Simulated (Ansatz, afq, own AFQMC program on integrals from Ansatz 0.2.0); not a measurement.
**AlH₂⁺, triplet: AFQMC among the cluster methods**

```xyz
3

Al    0.0000    0.0059   -0.0924
H     0.0000    0.7351    1.0980
H     0.0000   -0.8937    1.3762
```

Basis cc-pVDZ. Noble-gas cores (and the filled d shells of Ga–Kr and In–Xe) are frozen. Integrals, coupled cluster, full CI and functionals: Ansatz 0.2.0; the random walks run on the same integrals in our own AFQMC program. The CISD trial takes its coefficients from CCSD amplitudes. Released means that phaseless walkers are propagated on without the constraint, phases kept. ± is one standard error of the sampling.

Determinant: UHF, the one that the program's search chose, which needn't be the lowest solution. The geometry is a point of a scan.

Full CI on the same integrals is exact in this basis and with this determinant's frozen core.

Cautions: lower spins were not checked; the ph-AFQMC/CISD walk drifts between its halves (2.5 errors).

```
T1 diagnostic                               : 0.0227
weight of the determinant in the CISD state : 0.955
⟨S²⟩ of the determinant                     : 2.017
size of the correlated space                : 4 electrons in 23 orbitals
```

```tsv
level	correlation energy (eV)
MP2	-0.9532
CCSD	-1.3561
CCSD(T)	-1.3783
```

(1) Estimate where full CI lies against CCSD(T) on the same integrals.

(1) 1.0 kJ/mol below CCSD(T).

Reference: full CI, correlation energy -1.388 eV. The released energy is read at 2.40 1/Eh (meV from the phaseless value at times in 1/Eh: -1.2 ± 0.4 at 0.24, -1.6 ± 0.4 at 0.51, -2.6 ± 0.7 at 0.99, -2.1 ± 0.3 at 1.62, -2.43 ± 0.22 at 2.40).

| level | E − E(reference) (kJ/mol) | share of correlation (%) |
| --- | --- | --- |
| CCSD(T) | 1.0 | 99.28 |
| CCSDT | 0.0 | 99.99 |
| CCSDT(Q) | 0.0 | 100.00 |
| ph-AFQMC/CISD | 0.3 ± 0.04 | 99.77 |
| released AFQMC | 0.1 ± 0.02 | 99.95 |

CCSDT and higher add their correlation energy to the determinant of the CCSD(T) run, since their own runs factorise the integrals more tightly (a shift of under 2 meV). A walk keeps the symmetry of its determinant, which the program's search chose and which needn't be the lowest solution, so a lower state of the same spin and another symmetry isn't excluded. Released energies are given only where the last usable release times agree within the noise; a slower fall can still hide under it.
